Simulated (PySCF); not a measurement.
Ligands exchanged one at a time, C Cl-H. Isolated molecules, 0 K electronic values unless said otherwise. Strings in code marks are SMILES.

The dipole moment from two functionals at the same geometries (PBE0-D4/def2-TZVP), both in PySCF: PBE-D3(BJ)/def2-TZVP and PBE0-D4/def2-TZVP. 

```tsv
species	PBE-D3(BJ)/def2-TZVP (D)
0 of 4 Cl replaced by H (`ClC(Cl)(Cl)Cl`)	0.00
1 of 4 Cl replaced by H (`ClC(Cl)Cl`)	1.02
2 of 4 Cl replaced by H (`C(Cl)Cl`)	1.58
3 of 4 Cl replaced by H (`CCl`)	1.84
4 of 4 Cl replaced by H	0.00
```

**Question.** What does PBE0-D4/def2-TZVP give for each?

**Answer.** 
- 0 of 4 Cl replaced by H (`ClC(Cl)(Cl)Cl`): 0.00
- 1 of 4 Cl replaced by H (`ClC(Cl)Cl`): 1.08
- 2 of 4 Cl replaced by H (`C(Cl)Cl`): 1.66
- 3 of 4 Cl replaced by H (`CCl`): 1.92
- 4 of 4 Cl replaced by H: 0.00
Over these rows, drawn at random from the members with no instability flagged (it was tested for open shells, ions and some series alone), PBE minus PBE0-D4: mean -0.04 D, from -0.08 D to 0.00 D.
